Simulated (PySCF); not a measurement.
**Ionising BN**

PBE0; PySCF, no relativity, basis sets B def2-TZVP, N def2-TZVP. Neutral (UKS): triplet (σ ↑, π ↑), Re = 1.315 Å, ωe = 1595 cm⁻¹, De = 4.81 eV, HOMO -8.68 eV, LUMO -5.10 eV.

BN⁺ (UKS): quartet (σ ↑, π ↑↑), Re = 1.435 Å, ωe = 1168 cm⁻¹, De = 2.22 eV to B⁺ + N. The energies at the minima are -79.33888 hartree for BN and -78.92611 for BN⁺.

Q: Work out the adiabatic ionisation energy, without and with harmonic zero-point energies (1 hartree = 27.2114 eV, 1 eV = 8065.5 cm⁻¹), and the change of the bond length.

A: At PBE0: 0.41277 hartree = 11.232 eV between the minima; the zero-point term (1168.0 − 1595.0)/2 cm⁻¹ = -0.026 eV makes it 11.206 eV. Re changes by +12.0 pm against the neutral. The electron leaves a π orbital, and the longer bond of the ion fits a bonding orbital, or a change in how ionic the bond is.

For an ion De counts to the pair picked by the measured ionisation energies or electron affinities, which need not be the lowest pair at this level. States were picked by a PBE0 search and need not be the measured ground states.
